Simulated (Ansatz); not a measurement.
## AsH4⁻, singlet in aug-cc-pVTZ: errors against RCCSDT(Q)

Geometry: that of the AsH4⁻, triplet, kept fixed.

```json
{"atom": "As", "x (Å)": "0.0000", "y (Å)": "0.0000", "z (Å)": "0.0000"}
{"atom": "H", "x (Å)": "0.2704", "y (Å)": "0.9808", "z (Å)": "1.3228"}
{"atom": "H", "x (Å)": "-0.9575", "y (Å)": "-1.0699", "z (Å)": "0.8505"}
{"atom": "H", "x (Å)": "0.1570", "y (Å)": "1.2484", "z (Å)": "-1.0963"}
{"atom": "H", "x (Å)": "0.5302", "y (Å)": "-1.1593", "z (Å)": "-1.0770"}
```

Basis aug-cc-pVTZ; Ansatz 0.2.0. Only valence electrons are correlated (noble-gas cores and the filled d shells of p-block atoms frozen), which leaves 10 electrons in 137 orbitals. R marks a restricted (for open shells ROHF) determinant, U an unrestricted one. Active spaces: valence = (10e, 8o) chosen from the atoms' valence shells. No spin–orbit coupling is included, and no scalar relativity.

Full CI isn't at hand for all of this; RCCSDT(Q) serves as the reference, and is uncertain by about the last step of the cluster series. The frozen core follows each run's orbitals, which can shift R against U totals by a few meV for light atoms and by up to 0.1 eV past Ca.

```
UHF ⟨S²⟩                          : 0.915
T1 diagnostic (RCCSD)             : 0.0144
largest doubles amplitude (RCCSD) : 0.091
```

| level | E − E(RHF) (eV) |
| --- | --- |
| RMP2 | -5.9318 |
| RCCSD | -6.7969 |
| RCCSD(T) | -7.1252 |

(1) Estimate how far RCCSDT(Q) in aug-cc-pVTZ lies from RCCSD(T). The table doesn't fix it; the size of (T) and the diagnostics are the guide.

(1) RCCSDT(Q) in aug-cc-pVTZ lies 2.88 mEh below RCCSD(T), which is 24 % of the (T) step (-12.06 mEh). RHF is unstable towards spin polarisation, but (T) still catches most of what CCSD lacks. The miss exceeds 1 kcal/mol.

The other levels:

```json
{"level": "BCCD(T)", "E − E(RCCSDT(Q)) (mEh)": "2.84", "share of correlation (%)": "98.93", "wall time": "14 s (H100)"}
{"level": "RCCSDT", "E − E(RCCSDT(Q)) (mEh)": "1.01", "share of correlation (%)": "99.62", "wall time": "–"}
{"level": "CASSCF (valence space)", "E − E(RCCSDT(Q)) (mEh)": "199.13", "share of correlation (%)": "24.78", "wall time": "–"}
{"level": "NEVPT2 (valence space)", "E − E(RCCSDT(Q)) (mEh)": "46.36", "share of correlation (%)": "82.49", "wall time": "14 s (H100)"}
```

The correlation energy at RCCSDT(Q), counted from RHF, is -7.204 eV. That run took 46 s on 2 threads of AMD EPYC 7R13 with a shared H100 80 GB, shared host.

Run but not shown, since their state or frozen core can't be matched to the reference's or they repeat it: UHF, UMP2, UCCSD, UCCSD(T), UCCSDT, UCCSDT(Q).

Times hold each run's SCF and search for its determinant on a shared host, so for small cases they say little of a method's own cost.

Natural occupations of CASSCF (valence space) about the gap: 1.995 1.991 1.968 1.968 1.895 0.118 0.033 0.033; effectively unpaired electrons, Σ n²(2−n)², 0.11.
